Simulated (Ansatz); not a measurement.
Frontier orbitals of C2H3F2N, SMILES `F/C=N\CF`.

Cartesian coordinates in Å:
```
F -0.2874 -1.2667 -1.4613
C 0.6506 -0.3912 -1.0912
N 0.6296 0.3377 -0.0891
C -0.3665 0.4338 0.9028
F -1.4643 -0.3859 0.7460
H 1.4753 -0.3869 -1.7992
H -0.7271 1.4670 0.9241
H 0.0898 0.1922 1.8679
```

The species carries charge 0 and has multiplicity 1. The structure was optimised at the PBE0-D4/def2-TZVP level. It is one conformer, not always the lowest. Basis def2-TZVPP, Ansatz 0.2.0.

Orbital energies of one run (eV). Highest occupied ones, from the top: -8.38, -8.43, -10.23, -10.37, -11.61, -13.17, -13.46, -14.22, -14.78, -15.33, -17.21, -20.44, -26.26, -33.23. Empty: -0.63, 1.23, 2.00, 2.39, 2.83, 2.95.

(1) Which functional gave them?
A. revPBE
B. LC-ωPBE
C. HSE06 (plane-wave form)
D. PBE0

Answers

(1) C. HOMO energies: HSE06 -8.38, revPBE -7.11, LC-ωPBE -11.61, PBE0 -8.79 eV.

LC-ωPBE has ω = 0.4 bohr⁻¹.
